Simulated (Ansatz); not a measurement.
Basis-set series for CH$_{6}$Al$_{2}$ (`[AlH2][CH2][AlH2]`). Total charge 0; spin multiplicity 1. The structure was optimised at the PBE0-D4/def2-TZVP level.

```csv
functional,basis,functions,energy (Eh),HOMO (eV),LUMO (eV)
PBE0-D4,def2-TZVPP,199,-526.29361,-7.88,-1.77
PBE0-D4,def2-QZVPP,377,-526.31147,-7.87,-1.79
ωB97M-V,def2-TZVPP,199,-526.50516,-10.04,-0.19
ωB97M-V,def2-QZVPP,377,-526.52251,-10.04,-0.33
```

(1) Give the rows for def2-SVP. (An estimate is asked.)

Answers

(1) Computed: 
```csv
functional,basis,functions,energy (Eh),HOMO (eV),LUMO (eV)
PBE0-D4,def2-SVP,80,-526.07856,-7.89,-1.75
ωB97M-V,def2-SVP,80,-526.28656,-10.02,-0.08
```
